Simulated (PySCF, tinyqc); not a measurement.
Inside a calculation. Method: RKS/BLYP in the sto-3g basis, for CH2, spin multiplicity 1. The lowest restricted solution is unstable here: a spin-polarised one lies 0.0237 hartree lower (PySCF). One step of it, computed by the program tinyqc.

Problem. Iteration 1: building the Kohn-Sham matrix. J_ij = sum D_kl (ij|kl); F = H + J + V_xc; E = tr D H + tr D J / 2 + E_xc + E_nn.

D at the start, order 1C 1s, 1C 2s, 1C 2px, 1C 2py, 1C 2pz, 2H 1s, 3H 1s:
$$\begin{pmatrix}
2.122403 & -0.528943 & 0.000000 & 0.000000 & -0.266824 & 0.094114 & 0.094114 \\
-0.528943 & 2.265283 & 0.000000 & 0.000000 & 1.198751 & -0.384897 & -0.384897 \\
0.000000 & 0.000000 & 2.000000 & 0.000000 & 0.000000 & 0.000000 & 0.000000 \\
0.000000 & 0.000000 & 0.000000 & 2.438926 & 0.000000 & -0.347464 & 0.347464 \\
-0.266824 & 1.198751 & 0.000000 & 0.000000 & 0.634446 & -0.203654 & -0.203654 \\
0.094114 & -0.384897 & 0.000000 & -0.347464 & -0.203654 & 0.114909 & 0.015906 \\
0.094114 & -0.384897 & 0.000000 & 0.347464 & -0.203654 & 0.015906 & 0.114909
\end{pmatrix}$$

core Hamiltonian H = T + V (hartree), order 1C 1s, 1C 2s, 1C 2px, 1C 2py, 1C 2pz, 2H 1s, 3H 1s:
$$\begin{pmatrix}
-18.701257 & -4.511489 & 0.000000 & 0.000000 & -0.017771 & -1.049611 & -1.049611 \\
-4.511489 & -5.634730 & 0.000000 & 0.000000 & -0.184720 & -2.342477 & -2.342477 \\
0.000000 & 0.000000 & -4.507799 & 0.000000 & 0.000000 & 0.000000 & 0.000000 \\
0.000000 & 0.000000 & 0.000000 & -4.671697 & 0.000000 & -1.605253 & 1.605253 \\
-0.017771 & -0.184720 & 0.000000 & 0.000000 & -4.582766 & -1.131220 & -1.131220 \\
-1.049611 & -2.342477 & 0.000000 & -1.605253 & -1.131220 & -3.516210 & -0.701984 \\
-1.049611 & -2.342477 & 0.000000 & 1.605253 & -1.131220 & -0.701984 & -3.516210
\end{pmatrix}$$

Two-electron integrals (ij|kl) in chemists' order, unique and non-zero (hartree):
```
(11|11) 3.541948    (21|11) 0.576921    (21|21) 0.111888    (22|11) 0.854682
(22|21) 0.205284    (22|22) 0.624709    (31|31) 0.020296    (32|31) 0.030858
(32|32) 0.137996    (33|11) 0.852436    (33|21) 0.205335    (33|22) 0.624568
(33|33) 0.672833    (41|41) 0.020296    (42|41) 0.030858    (42|42) 0.137996
(43|43) 0.036269    (44|11) 0.852436    (44|21) 0.205335    (44|22) 0.624568
(44|33) 0.600295    (44|44) 0.672833    (51|51) 0.020296    (52|51) 0.030858
(52|52) 0.137996    (53|53) 0.036269    (54|54) 0.036269    (55|11) 0.852436
(55|21) 0.205335    (55|22) 0.624568    (55|33) 0.600295    (55|44) 0.600295
(55|55) 0.672833    (61|11) 0.133836    (61|21) 0.025794    (61|22) 0.047220
(61|33) 0.047058    (61|41) 0.001312    (61|42) 0.002436    (61|44) 0.047403
(61|51) 0.000887    (61|52) 0.001647    (61|54) 0.000234    (61|55) 0.047216
(61|61) 0.006082    (62|11) 0.314190    (62|21) 0.076439    (62|22) 0.255123
(62|33) 0.249072    (62|41) 0.006031    (62|42) 0.041157    (62|44) 0.261367
(62|51) 0.004079    (62|52) 0.027835    (62|54) 0.008315    (62|55) 0.254696
(62|61) 0.018375    (62|62) 0.135405    (63|31) 0.007859    (63|32) 0.041173
(63|43) 0.008102    (63|53) 0.005479    (63|63) 0.016867    (64|11) 0.219536
(64|21) 0.054112    (64|22) 0.191505    (64|33) 0.181829    (64|41) 0.011589
(64|42) 0.069916    (64|44) 0.206693    (64|51) 0.002523    (64|52) 0.019439
(64|54) 0.011336    (64|55) 0.185791    (64|61) 0.013635    (64|62) 0.120783
(64|64) 0.122657    (65|11) 0.148475    (65|21) 0.036596    (65|22) 0.129518
(65|33) 0.122973    (65|41) 0.002523    (65|42) 0.019439    (65|44) 0.128831
(65|51) 0.009565    (65|52) 0.054320    (65|54) 0.012063    (65|55) 0.136611
(65|61) 0.009221    (65|62) 0.081687    (65|64) 0.071548    (65|65) 0.065255
(66|11) 0.460427    (66|21) 0.113940    (66|22) 0.431582    (66|33) 0.408584
(66|41) 0.011501    (66|42) 0.104645    (66|44) 0.455578    (66|51) 0.007778
(66|52) 0.070773    (66|54) 0.031783    (66|55) 0.430079    (66|61) 0.027817
(66|62) 0.287126    (66|64) 0.283182    (66|65) 0.191520    (66|66) 0.774606
(71|11) 0.133836    (71|21) 0.025794    (71|22) 0.047220    (71|33) 0.047058
(71|41) -0.001312   (71|42) -0.002436   (71|44) 0.047403    (71|51) 0.000887
(71|52) 0.001647    (71|54) -0.000234   (71|55) 0.047216    (71|61) 0.005899
(71|62) 0.017307    (71|64) 0.011653    (71|65) 0.008695    (71|66) 0.025676
(71|71) 0.006082    (72|11) 0.314190    (72|21) 0.076439    (72|22) 0.255123
(72|33) 0.249072    (72|41) -0.006031   (72|42) -0.041157   (72|44) 0.261367
(72|51) 0.004079    (72|52) 0.027835    (72|54) -0.008315   (72|55) 0.254696
(72|61) 0.017307    (72|62) 0.099046    (72|64) 0.063101    (72|65) 0.058163
(72|66) 0.165681    (72|71) 0.018375    (72|72) 0.135405    (73|31) 0.007859
(73|32) 0.041173    (73|43) -0.008102   (73|53) 0.005479    (73|63) 0.011607
(73|73) 0.016867    (74|11) -0.219536   (74|21) -0.054112   (74|22) -0.191505
(74|33) -0.181829   (74|41) 0.011589    (74|42) 0.069916    (74|44) -0.206693
(74|51) -0.002523   (74|52) -0.019439   (74|54) 0.011336    (74|55) -0.185791
(74|61) -0.011653   (74|62) -0.063101   (74|64) -0.029676   (74|65) -0.036300
(74|66) -0.096751   (74|71) -0.013635   (74|72) -0.120783   (74|74) 0.122657
(75|11) 0.148475    (75|21) 0.036596    (75|22) 0.129518    (75|33) 0.122973
(75|41) -0.002523   (75|42) -0.019439   (75|44) 0.128831    (75|51) 0.009565
(75|52) 0.054320    (75|54) -0.012063   (75|55) 0.136611    (75|61) 0.008695
(75|62) 0.058163    (75|64) 0.036300    (75|65) 0.045063    (75|66) 0.103505
(75|71) 0.009221    (75|72) 0.081687    (75|74) -0.071548   (75|75) 0.065255
(76|11) 0.086882    (76|21) 0.021231    (76|22) 0.073830    (76|33) 0.071740
(76|44) 0.073860    (76|51) 0.001851    (76|52) 0.013614    (76|55) 0.075815
(76|61) 0.004995    (76|62) 0.035767    (76|64) 0.027603    (76|65) 0.023687
(76|66) 0.071787    (76|71) 0.004995    (76|72) 0.035767    (76|74) -0.027603
(76|75) 0.023687    (76|76) 0.011547    (77|11) 0.460427    (77|21) 0.113940
(77|22) 0.431582    (77|33) 0.408584    (77|41) -0.011501   (77|42) -0.104645
(77|44) 0.455578    (77|51) 0.007778    (77|52) 0.070773    (77|54) -0.031783
(77|55) 0.430079    (77|61) 0.025676    (77|62) 0.165681    (77|64) 0.096751
(77|65) 0.103505    (77|66) 0.282022    (77|71) 0.027817    (77|72) 0.287126
(77|74) -0.283182   (77|75) 0.191520    (77|76) 0.071787    (77|77) 0.774606
```

nuclear repulsion = 5.92141246 hartree

V_xc (hartree), order 1C 1s, 1C 2s, 1C 2px, 1C 2py, 1C 2pz, 2H 1s, 3H 1s:
$$\begin{pmatrix}
-2.302531 & -0.342410 & 0.000000 & 0.000000 & -0.008096 & -0.080499 & -0.080499 \\
-0.342410 & -0.590015 & 0.000000 & 0.000000 & -0.058779 & -0.229866 & -0.229866 \\
0.000000 & 0.000000 & -0.604956 & 0.000000 & 0.000000 & 0.000000 & 0.000000 \\
0.000000 & 0.000000 & 0.000000 & -0.615767 & 0.000000 & -0.168172 & 0.168172 \\
-0.008096 & -0.058779 & 0.000000 & 0.000000 & -0.542895 & -0.123136 & -0.123136 \\
-0.080499 & -0.229866 & 0.000000 & -0.168172 & -0.123136 & -0.341953 & -0.063406 \\
-0.080499 & -0.229866 & 0.000000 & 0.168172 & -0.123136 & -0.063406 & -0.341953
\end{pmatrix}$$

E_xc = sum of w rho eps_xc = -6.61790688 hartree

Give: Coulomb J; Kohn-Sham matrix F; total energy of this density.

Solution.

Coulomb J (hartree), order 1C 1s, 1C 2s, 1C 2px, 1C 2py, 1C 2pz, 2H 1s, 3H 1s:
$$\begin{pmatrix}
12.4171 & 2.4267 & 0.0000 & 0.0000 & 0.0478 & 0.5631 & 0.5631 \\
2.4267 & 5.5355 & 0.0000 & 0.0000 & 0.2176 & 2.2203 & 2.2203 \\
0.0000 & 0.0000 & 5.5749 & 0.0000 & 0.0000 & 0.0000 & 0.0000 \\
0.0000 & 0.0000 & 0.0000 & 5.5595 & 0.0000 & 1.6314 & -1.6314 \\
0.0478 & 0.2176 & 0.0000 & 0.0000 & 5.4558 & 1.1523 & 1.1523 \\
0.5631 & 2.2203 & 0.0000 & 1.6314 & 1.1523 & 3.6020 & 0.6386 \\
0.5631 & 2.2203 & 0.0000 & -1.6314 & 1.1523 & 0.6386 & 3.6020
\end{pmatrix}$$

Kohn-Sham matrix F (hartree), order 1C 1s, 1C 2s, 1C 2px, 1C 2py, 1C 2pz, 2H 1s, 3H 1s:
$$\begin{pmatrix}
-8.5867 & -2.4272 & 0.0000 & 0.0000 & 0.0219 & -0.5670 & -0.5670 \\
-2.4272 & -0.6893 & 0.0000 & 0.0000 & -0.0259 & -0.3520 & -0.3520 \\
0.0000 & 0.0000 & 0.4622 & 0.0000 & 0.0000 & 0.0000 & 0.0000 \\
0.0000 & 0.0000 & 0.0000 & 0.2721 & 0.0000 & -0.1421 & 0.1421 \\
0.0219 & -0.0259 & 0.0000 & 0.0000 & 0.3301 & -0.1021 & -0.1021 \\
-0.5670 & -0.3520 & 0.0000 & -0.1421 & -0.1021 & -0.2561 & -0.1268 \\
-0.5670 & -0.3520 & 0.0000 & 0.1421 & -0.1021 & -0.1268 & -0.2561
\end{pmatrix}$$

total energy of this density = -36.882270 hartree
